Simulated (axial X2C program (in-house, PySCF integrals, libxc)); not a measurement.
## Nuclear properties of LiSi⁻

Calculated with an in-house all-electron X2C program for linear molecules (integrals from PySCF): two-component X2C with atomic mean-field Coulomb and Gaunt terms, Gaussian nuclei, basis Si dyall-av3z, Li dyall-av3z with contracted cores.

R = 2.563 Å (near the PBE0 minimum at charge -1 of the determinant lowest at the starting distance; the state shown can have its own minimum elsewhere).

Input and command:
```json
{"zs": [14, 3], "q": -1, "bas": ["dyall-av3z", "dyall-av3z"], "r0": 2.49, "levels": ["PBE0", "HF", "PBE50", "r2SCAN", "TPSSh"], "nst": 3}
```
```bash
python soeom.py task.json out
```

Keys: zs atomic numbers; q charge; bas basis sets; r0 starting distance in Å; levels methods; nst determinants followed.

Determinant lowest in the PBE0 search, Ω = 1 (⟨Sz⟩ = 1.00, ⟨Lz⟩ = 0.00 at PBE0), spin on the atoms Si 1.30, Li -0.30:

| level | Eeff magnitude (GV/cm) | Ws magnitude Si (kHz) | A∥/gI Si (MHz) | qzz Si (a.u.) | A∥/gI Li (MHz) | qzz Li (a.u.) |
| --- | --- | --- | --- | --- | --- | --- |
| PBE0 | 0.0395 | 0.0152 | -119 | -0.08 | -17.7 | -0.01 |
| HF | 0.0737 | 0.0281 | -135 | -0.01 | -8.61 | -0.02 |
| PBE50 | 0.0485 | 0.0186 | -124 | -0.02 | -16.8 | -0.01 |
| r2SCAN | 0.0408 | 0.0155 | -79.9 | -0.13 | -19.7 | -0.01 |
| TPSSh | 0.0382 | 0.0146 | -57.3 | -0.09 | -16.7 | -0.01 |

Eeff is the effective electric field on the electron electric dipole moment in this Ω state and Ws the scalar–pseudoscalar constant of the nucleus named (defined with the proton number Z and per Ω); A∥ (defined per Ω) follows by multiplying with gI = μI/(I μN); qzz is the electric field gradient, eQq0 = 234.96 MHz × Q/barn × qzz. The operators were transformed with the bare-nucleus X2C matrices; with these basis sets, hyperfine constants and field gradients can be off by tens of per cent, and where levels differ in sign neither size nor sign is settled.

Each state is one determinant with collinear spin, which with several unpaired electrons need not be a pure state. Unrestricted Hartree–Fock can overshoot spin polarisation at the nuclei. For an anion, determinants above electron detachment, or with a positive highest level, are held by the basis set. With several open shells hyperfine constants can be off by a factor of several. Open-shell Ω = 0 determinants with evenly filled partner blocks cannot be reached by this program, so the Ω shown need not be the lowest component. States lie within half an eV, so the first need not be the ground state. Further determinants of the search, some of them spin-mixed, are not shown. Where a field gradient or hyperfine factor spreads by more than a factor of two over the levels, a constant derived from it is not to be relied on.
